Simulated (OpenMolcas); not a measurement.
# quartet HS: a chain of runs

Aim: a single-point energy (UHF/pcseg-0), then the energy (CASSCF(3,3)/pcseg-0), then the energy (CASPT2(3,3)/pcseg-0), then the energy (SC-NEVPT2(3,3)/pcseg-0), then the energy (MRCI(3,3)/pcseg-0) of quartet HS. 

The calculation is run with OpenMolcas 26.06.

## (1) The system as given

The species is HS (2 atoms), meant as a quartet with charge 0. As SMILES of the parent species, `[SH]`. The shape is that of a GFN2-xTB optimisation. That shape belongs to the parent species and isn't relaxed for this state.

Bond lengths: S1–H2 1.330 Å.

## (2) A single-point energy at UHF/pcseg-0 (run 1)

step1.inp reads:

```
&GATEWAY
BasLib=$CurrDir
Coord
2
angstrom
S        0.568010      -0.185670       0.292090
H       -0.568010       0.185670      -0.292090
Basis=pcseg-0
Group=NoSym
&SEWARD
&SCF
UHF
Spin=4
Scramble=0.25
PrOrbitals=1 1
```

The basis set pcseg-0 is read from a file made from the Basis Set Exchange's data (not shown).

Launch:

```
$ export MOLCAS_MEM=1860
$ pymolcas step1.inp > step1.log
```

The log of the run:

```text
--- Start Module: gateway ---
[...]
--- Stop Module: gateway /rc=_RC_ALL_IS_WELL_ ---
--- Start Module: seward ---
[...]
      Basis functions           15
--- Stop Module: seward /rc=_RC_ALL_IS_WELL_ ---
--- Start Module: scf ---
[...]
       Convergence after  13 Iterations
[...]
::    Total SCF energy                               -397.3627741542
[...]
      Total spin, S                                     1.5002721823
[...]
      Total electronic charge=   17.000000
      Total            charge=   -0.000000
[...]
      Dipole Moment (debye):
      Origin of the operator (angstrom)=    0.5333   -0.1743    0.2742
                   X=  2.1479E+00               Y= -7.0209E-01               Z=  1.1045E+00           Total=  2.5152E+00
      Quadrupole Moment (debye*angstrom):
[...]
--- Stop Module: scf /rc=_RC_ALL_IS_WELL_ ---
[...]
```

Run time: 1.7 s. Hardware: 1 thread of Arm Neoverse V1, shared host; peak memory 0.37 GiB.

## (3) A single-point energy at CASSCF(3,3)/pcseg-0 (run 2)

step2.inp reads:

```
>>> EXPORT MOLCAS_PRINT=2
&GATEWAY
BasLib=$CurrDir
Coord
2
angstrom
S        0.568010      -0.185670       0.292090
H       -0.568010       0.185670      -0.292090
Basis=pcseg-0
Group=NoSym
&SEWARD
&RASSCF
FileOrb=$CurrDir/step1.UnaOrb
Spin=4
Nactel=3 0 0
Inactive=7
Ras2=3
OrbListing=Nothing
```

The basis set pcseg-0 is read from a file made from the Basis Set Exchange's data (not shown).

Launch:

```
$ export MOLCAS_MEM=1860
$ pymolcas step2.inp > step2.log
```

The log of the run:

```text
--- Start Module: gateway ---
[...]
--- Stop Module: gateway /rc=_RC_ALL_IS_WELL_ ---
--- Start Module: seward ---
[...]
      Basis functions           15
--- Stop Module: seward /rc=_RC_ALL_IS_WELL_ ---
--- Start Module: rasscf ---
[...]
      Number of active orbitals                  3
[...]
      Spin quantum number                      1.5
[...]
      Active orbitals                            3
[...]
      Number of CSFs                             1
[...]
      Number of root(s) required                 1
[...]
      Convergence after  7 iterations
[...]
      printout of CI-coefficients larger than  0.05 for root  1
      energy=    -397.362093
      conf/sym  111     Coeff  Weight
             1  uuu   1.00000 1.00000
      Natural orbitals and occupation numbers for root  1
      sym 1:   1.000000   1.000000   1.000000
      ************************************************************************************************************************
      *                                                    Final results                                                     *
[...]
::    RASSCF root number  1 Total energy:   -397.36209314
[...]
      Total electronic charge=   17.000000
      Total            charge=   -0.000000
[...]
      Dipole Moment (debye):
      Origin of the operator (angstrom)=    0.5333   -0.1743    0.2742
                   X=  2.1276E+00               Y= -6.9549E-01               Z=  1.0941E+00           Total=  2.4914E+00
      Quadrupole Moment (debye*angstrom):
[...]
--- Stop Module: rasscf /rc=_RC_ALL_IS_WELL_ ---
[...]
```

Run time: 1.7 s. Hardware: 1 thread of Arm Neoverse V1, shared host; peak memory 0.37 GiB.

## (4) The energy at CASPT2(3,3)/pcseg-0 (run 3)

step3.input reads:

```
* HS CASPT2
>>> EXPORT MOLCAS_PRINT=2

&GATEWAY
 BasLib = $CurrDir
 Coord
 2
 angstrom
 S        0.568010      -0.185670       0.292090
 H       -0.568010       0.185670      -0.292090
 Basis = pcseg-0
 Group = NoSym

&SEWARD

&RASSCF
 FileOrb = $CurrDir/step2.RasOrb
 Spin = 4
 Nactel = 3 0 0
 Inactive = 7
 Ras2 = 3
 OrbListing = Nothing

&CASPT2
 Imaginary = 0.1
 Frozen = 5
```

The basis set pcseg-0 is read from a file made from the Basis Set Exchange's data (not shown).

Launch:

```
$ export MOLCAS_MEM=1860
$ pymolcas step3.input > step3.log
```

The log of the run:

```text
--- Start Module: gateway ---
[...]
--- Stop Module: gateway /rc=_RC_ALL_IS_WELL_ ---
[...]
      Basis functions           15
[...]
--- Start Module: rasscf ---
[...]
      Number of active orbitals                  3
[...]
      Spin quantum number                      1.5
[...]
      Active orbitals                            3
[...]
      Number of CSFs                             1
[...]
      Number of root(s) required                 1
[...]
      Convergence after  4 iterations
[...]
      printout of CI-coefficients larger than  0.05 for root  1
      energy=    -397.362093
      conf/sym  111     Coeff  Weight
             1  uuu   1.00000 1.00000
      Natural orbitals and occupation numbers for root  1
      sym 1:   1.000000   1.000000   1.000000
      ************************************************************************************************************************
      *                                                    Final results                                                     *
[...]
::    RASSCF root number  1 Total energy:   -397.36209314
[...]
      Total electronic charge=   17.000000
      Total            charge=   -0.000000
[...]
      Dipole Moment (debye):
      Origin of the operator (angstrom)=    0.5333   -0.1743    0.2742
                   X=  2.1276E+00               Y= -6.9547E-01               Z=  1.0941E+00           Total=  2.4914E+00
      Quadrupole Moment (debye*angstrom):
[...]
--- Stop Module: rasscf /rc=_RC_ALL_IS_WELL_ ---
--- Start Module: caspt2 ---
[...]
 ###    WARNING: User changed nr of frozen orbitals.                         ###
 ###############################################################################
[...]
      E2 (Variational):          -0.0277408364
      Total energy:            -397.3898339719
[...]
      Reference weight:           0.98994
[...]
::    CASPT2 Root  1     Total energy:   -397.38983397
[...]
--- Stop Module: caspt2 /rc=_RC_ALL_IS_WELL_ ---
[...]
```

Wall time 1.7 s (1 thread of Arm Neoverse V1, shared host); peak memory 0.37 GiB.

## (5) The energy at SC-NEVPT2(3,3)/pcseg-0 (run 4)

step4.inp reads:

```
* HS NEVPT2
>>> EXPORT MOLCAS_PRINT=2

&gateway
 baslib=$CurrDir
 coord
 2
 angstrom
 S        0.568010      -0.185670       0.292090
 H       -0.568010       0.185670      -0.292090
 basis=pcseg-0
 group=NoSym

&seward

&rasscf
 fileorb=$CurrDir/step2.RasOrb
 spin=4
 nactel=3 0 0
 inactive=7
 ras2=3
 orblisting=Nothing

&caspt2
 sc-nevpt2
 frozen=5
```

The basis set pcseg-0 is read from a file made from the Basis Set Exchange's data (not shown).

Launch:

```
$ export MOLCAS_MEM=1860
$ pymolcas step4.inp > step4.log
```

The log of the run:

```text
--- Start Module: gateway ---

                                              &GATEWAY

                       available to each process: 1.9 GB of memory, 1 thread

 Basis Set     1 Label: S.PCSEG-0
 Basis set is read from library:.
 basistype.tbl is not found

 Basis Set     2 Label: H.PCSEG-0
 Basis set is read from library:.
 basistype.tbl is not found

++    Symmetry information:
      ---------------------

                    Character Table for C1

                             E
                    a        1  x, y, xy, Rz, z, xz, Ry, yz, Rx, I
--

++    Basis set information:
      ----------------------

      Basis set label: S.PCSEG-0.........

      Electronic valence basis set:
      ------------------
      Associated Effective Charge  16.000000 au
      Associated Actual Charge     16.000000 au
      Nuclear Model: Point charge

      Shell  nPrim  nBasis  Cartesian Spherical Contaminant
         s       9       4        X
         p       6       3        X

      Basis set label: H.PCSEG-0.........

[... 71 lines left out ...]
      Nuclear repulsion energy =    6.36460058
[... 76 lines left out ...]
      Convergence after  4 iterations
[... 10 lines left out ...]
      printout of CI-coefficients larger than  0.05 for root  1
[... 1 line left out ...]
      conf/sym  111     Coeff  Weight
[... 6 lines left out ...]
      *                                                    Final results                                                     *
[... 6 lines left out ...]
      RASSCF energy for state  1                   -397.36209314
[... 12 lines left out ...]
::    RASSCF root number  1 Total energy:   -397.36209314
[... 29 lines left out ...]
      Dipole Moment (debye):
[... 28 lines left out ...]
      Spin density orbitals for root   1 are written to the SPDORB.1 file
[... 56 lines left out ...]
      Imaginary shift                            0.00
[... 11 lines left out ...]
++ NEVPT2 computation for group   1

********************************************************************************
 Multi-State initialization phase begins for group   1
--------------------------------------------------------------------------------
********************************************************************************
 Compute H0 matrices for state    1
--------------------------------------------------------------------------------
--------------------------------------------------------------------------------
 H0 matrices have been computed.

********************************************************************************
  NEVPT2 EQUATION SOLUTION
--------------------------------------------------------------------------------
 ###############################################################################
 ###    Location: AixRd                                                      ###
 ###    File: LUCIEX                                                         ###
 ###    Premature abort while reading buffer from disk                       ###
 ###    End of file reached                                                  ###
 ###############################################################################

--- Stop Module: caspt2 /rc=-6 ---

.########################.
.# Non-zero return code #.
.########################.

    Timing: Wall=1.48 User=1.02 System=0.45
```

Run time: 1.7 s. Hardware: 1 thread of Arm Neoverse V1, shared host; peak memory 0.37 GiB.

The job broke off with an error.

## (6) A single-point energy at MRCI(3,3)/pcseg-0 (run 5)

step5.input reads:

```
* HS MRCI
>>> EXPORT MOLCAS_PRINT=2

&gateway
  baslib = $CurrDir
  coord
  2
  angstrom
  S        0.568010      -0.185670       0.292090
  H       -0.568010       0.185670      -0.292090
  basis = pcseg-0
  group = NoSym

&seward

&rasscf
  fileorb = $CurrDir/step2.RasOrb
  spin = 4
  nactel = 3 0 0
  inactive = 7
  ras2 = 3
  orblisting = Nothing

&motra
  lumorb
  frozen = 5

&guga
  electrons = 7
  spin = 4
  inactive = 2
  active = 3
  ciall = 1

&mrci
  sdci
```

The basis set pcseg-0 is read from a file made from the Basis Set Exchange's data (not shown).

Launch:

```
$ export MOLCAS_MEM=1860
$ pymolcas step5.input > step5.log
```

The log of the run:

```text
--- Start Module: gateway ---
[...]
--- Stop Module: gateway /rc=_RC_ALL_IS_WELL_ ---
[...]
      Basis functions           15
[...]
      Number of active orbitals                  3
[...]
      Spin quantum number                      1.5
[...]
      Active orbitals                            3
[...]
      Number of CSFs                             1
[...]
      Number of root(s) required                 1
[...]
      Convergence after  4 iterations
[...]
      printout of CI-coefficients larger than  0.05 for root  1
      energy=    -397.362093
      conf/sym  111     Coeff  Weight
             1  uuu   1.00000 1.00000
      Natural orbitals and occupation numbers for root  1
      sym 1:   1.000000   1.000000   1.000000
      ************************************************************************************************************************
      *                                                    Final results                                                     *
[...]
::    RASSCF root number  1 Total energy:   -397.36209314
[...]
      Dipole Moment (debye):
      Origin of the operator (angstrom)=    0.5333   -0.1743    0.2742
                   X=  2.1276E+00               Y= -6.9547E-01               Z=  1.0941E+00           Total=  2.4914E+00
      Quadrupole Moment (debye*angstrom):
[...]
      *** WARNING: Default frozen orbitals is overwritten by user input.
      *** Default values:   5
[...]
--- Start Module: guga ---
[...]
--- Stop Module: guga /rc=_RC_ALL_IS_WELL_ ---
--- Start Module: mrci ---
[...]
       (But an ACPF correction will be computed)
       USE THE DEFAULT ACPF G-VALUE GFAC=  0.28571428571428570
[...]
                      CI ENERGY:  -397.39668703
[...]
                ACPF CORRECTION:    -0.00041412
[...]
      Total electronic charge=   17.000000
      Total            charge=   -0.000000
[...]
     ACPF CORRECTION:     -0.00041412
[...]
  CI State   1     Total energy:   -397.39668703     QDav:     -0.00058256     QACPF:     -0.00041412
[...]
--- Stop Module: mrci /rc=_RC_ALL_IS_WELL_ ---
[...]
```

Wall time 1.8 s (1 thread of Arm Neoverse V1, shared host); peak memory 0.37 GiB.

## (7) What came out

| quantity | value |
| --- | --- |
| run 1, UHF/pcseg-0: total energy | -397.36277 Eh |
| run 1, UHF/pcseg-0: dipole moment | 2.52 D |
| run 1, UHF/pcseg-0: HOMO energy (highest over α and β) | -4.18 eV |
| run 1, UHF/pcseg-0: LUMO energy (lowest over α and β) | -0.67 eV |
| run 1, UHF/pcseg-0: ⟨S²⟩ | 3.751 |
| run 2, CASSCF(3,3)/pcseg-0: total energy | -397.36209 Eh |
| run 2, CASSCF(3,3)/pcseg-0: dipole moment (CASSCF density) | 2.49 D |
| run 3, CASPT2(3,3)/pcseg-0: total energy | -397.38983 Eh |
| run 3, CASPT2(3,3)/pcseg-0: dipole moment (CASSCF density) | 2.49 D |
| run 5, MRCI(3,3)/pcseg-0: total energy | -397.39669 Eh |
| run 5, MRCI(3,3)/pcseg-0: dipole moment (CASSCF density) | 2.49 D |
| run 4, SC-NEVPT2(3,3)/pcseg-0 | no result (crashed) |

**Reading.** 1 of the 5 runs did not end normally.
